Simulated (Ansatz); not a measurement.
Anatase TiO2 (metastable phase) was calculated with r²SCAN+rVV10 in Ansatz (PAW).

Settings: plane-wave cutoff 560 eV, 12×12×12 k mesh, Fermi–Dirac smearing 0.01 eV, no spin polarisation, scalar-relativistic PAW data made under PBE.

Computed at the level's own relaxed cell.

Question: Predict the bulk modulus, smallest direct gap on the k points sampled and pressure derivative B′ of the bulk modulus.

Answer: 
- bulk modulus: 190 GPa
- smallest direct gap on the k points sampled: 2.87 eV
- pressure derivative B′ of the bulk modulus: 2.4

Note: the bulk modulus comes from volumes at which shape and atoms were relaxed.

The computed numbers hold no vibrational or temperature effects.

Ansatz is a program for electronic structure.
